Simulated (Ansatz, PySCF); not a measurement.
Potential energy curve for CHN, SMILES C#N. The C1–N3 bond (C1 also carries H; N3 carries nothing else) is varied alone, starting from the PBE0/def2-TZVP optimised geometry.

- UHF/cc-pVDZ (PySCF)
- RHF/cc-pVDZ (PySCF)
- UKS-TPSSh = unrestricted TPSSh/cc-pVDZ (PySCF)
- RKS-TPSSh = PySCF with restricted TPSSh/cc-pVDZ
- UKS-r2SCAN = PySCF with unrestricted r2SCAN/cc-pVDZ
- RKS-r2SCAN = PySCF 2.14.0 with restricted r2SCAN/cc-pVDZ
- UKS-BLYP = PySCF with unrestricted BLYP/cc-pVDZ
- RKS-BLYP = restricted BLYP/cc-pVDZ (PySCF 2.14.0)
- UKS-PBE = unrestricted PBE/cc-pVDZ (Ansatz, a quantum-chemistry and plane-wave program)
- RKS-PBE = Ansatz with restricted PBE/cc-pVDZ
- UKS-B3LYP/6-31G* = unrestricted B3LYP/6-31G*, spherical d in PySCF
- RKS-B3LYP/6-31G* = restricted B3LYP/6-31G*, spherical d (PySCF)
- UKS-LDA (SVWN5)/6-31G* = unrestricted LDA (SVWN5)/6-31G*, spherical d run with PySCF
- RKS-LDA (SVWN5)/6-31G* = restricted LDA (SVWN5)/6-31G*, spherical d in PySCF 2.14.0
- UKS-M06-2X/6-31G* = unrestricted M06-2X/6-31G*, spherical d in PySCF
- RKS-M06-2X/6-31G* = restricted M06-2X/6-31G*, spherical d (PySCF)

Scanned distances (Å): 0.86, 0.91, 0.97, 1.02, 1.07, 1.12, 1.15, 1.19, 1.21, 1.28, 1.32, 1.41, 1.56, 1.73, 1.91, 2.05, 2.28, 2.51, 2.82, 3.07, 3.46, 4.01.

Task: Where does the unrestricted solution first break spin symmetry (<S²> of 0.01 or more)?

Result: UHF: between 1.15 and 1.19 Å; UKS-TPSSh: between 1.41 and 1.56 Å; UKS-r2SCAN: between 1.41 and 1.56 Å; UKS-BLYP: between 1.56 and 1.73 Å; UKS-PBE: between 1.56 and 1.73 Å; UKS-B3LYP/6-31G*: between 1.41 and 1.56 Å; UKS-LDA (SVWN5)/6-31G*: between 1.56 and 1.73 Å; UKS-M06-2X/6-31G*: between 1.41 and 1.56 Å.

```tsv
R / Å	<S²> UHF	E(RHF) − E(UHF) / eV	<S²> UKS-TPSSh	E(RKS-TPSSh) − E(UKS-TPSSh) / eV	<S²> UKS-r2SCAN	E(RKS-r2SCAN) − E(UKS-r2SCAN) / eV	<S²> UKS-BLYP	E(RKS-BLYP) − E(UKS-BLYP) / eV	<S²> UKS-PBE	E(RKS-PBE) − E(UKS-PBE) / eV	<S²> UKS-B3LYP/6-31G*	E(RKS-B3LYP/6-31G*) − E(UKS-B3LYP/6-31G*) / eV	<S²> UKS-LDA (SVWN5)/6-31G*	E(RKS-LDA (SVWN5)/6-31G*) − E(UKS-LDA (SVWN5)/6-31G*) / eV	<S²> UKS-M06-2X/6-31G*	E(RKS-M06-2X/6-31G*) − E(UKS-M06-2X/6-31G*) / eV
0.86	0.00	0.000	0.00	0.000	0.00	0.000	0.00	0.000	0.00	0.000	0.00	0.000	0.00	0.000	0.00	0.000
0.91	0.00	0.000	0.00	0.000	0.00	0.000	0.00	0.000	0.00	0.000	0.00	0.000	0.00	0.000	0.00	0.000
0.97	0.00	0.000	0.00	0.000	0.00	0.000	0.00	0.000	0.00	0.000	0.00	0.000	0.00	0.000	0.00	0.000
1.02	0.00	0.000	0.00	0.000	0.00	0.000	0.00	0.000	0.00	0.000	0.00	0.000	0.00	0.000	0.00	0.000
1.07	0.00	0.000	0.00	0.000	0.00	0.000	0.00	0.000	0.00	0.000	0.00	0.000	0.00	0.000	0.00	0.000
1.12	0.00	0.000	0.00	0.000	0.00	0.000	0.00	0.000	0.00	0.000	0.00	0.000	0.00	0.000	0.00	0.000
1.15	0.00	0.000	0.00	0.000	0.00	0.000	0.00	0.000	0.00	0.000	0.00	0.000	0.00	0.000	0.00	0.000
1.19	0.02	0.000	0.00	0.000	0.00	0.000	0.00	0.000	0.00	0.000	0.00	0.000	0.00	0.000	0.00	0.000
1.21	0.17	0.018	0.00	0.000	0.00	0.000	0.00	0.000	0.00	0.000	0.00	0.000	0.00	0.000	0.00	0.000
1.28	0.64	0.277	0.00	0.000	0.00	0.000	0.00	0.000	0.00	0.000	0.00	0.000	0.00	0.000	0.00	0.000
1.32	0.85	0.533	0.00	0.000	0.00	0.000	0.00	0.000	0.00	0.000	0.00	0.000	0.00	0.000	0.00	0.000
1.41	1.22	1.301	0.00	0.000	0.00	0.000	0.00	0.000	0.00	0.000	0.00	0.000	0.00	0.000	0.00	0.000
1.56	1.65	2.884	0.58	0.120	0.65	0.148	0.00	0.000	0.00	0.000	0.51	0.100	0.00	0.000	0.73	0.175
1.73	2.05	4.749	1.24	0.700	1.29	0.755	0.66	0.135	0.76	0.164	1.17	0.644	0.47	0.052	1.42	1.032
1.91	2.44	6.418	1.67	1.426	1.73	1.519	1.23	0.540	1.34	0.634	1.60	1.340	1.20	0.438	1.87	2.057
2.05	2.65	7.359	1.96	1.955	2.04	2.101	1.53	0.880	1.65	1.028	1.90	1.841	1.55	0.818	2.18	2.816
2.28	2.84	8.457	2.41	2.739	2.46	2.990	1.95	1.375	2.11	1.629	2.37	2.563	2.04	1.430	1.92	—
2.51	2.93	9.247	2.69	3.382	2.73	3.720	2.37	1.798	2.51	2.175	2.68	3.145	2.45	1.994	2.05	—
2.82	2.98	10.025	2.88	3.975	2.90	4.382	2.73	—	2.81	2.767	2.88	3.690	2.77	2.620	2.03	—
3.07	3.00	10.487	2.95	4.269	2.96	4.700	2.88	—	2.91	3.097	2.95	3.979	2.90	2.983	2.00	—
3.46	3.00	11.007	2.99	4.532	2.99	4.973	2.97	—	2.98	3.396	2.99	4.263	2.97	3.332	2.00	—
4.01	3.01	11.474	3.00	4.707	3.00	5.135	3.00	—	3.00	3.572	3.00	4.471	3.00	3.536	2.00	—
```

A dash means that the run gave no value there, or that the column was ended at a point which the program doubted or which failed a test of continuity chosen for this set; such a test can also cut sound points.
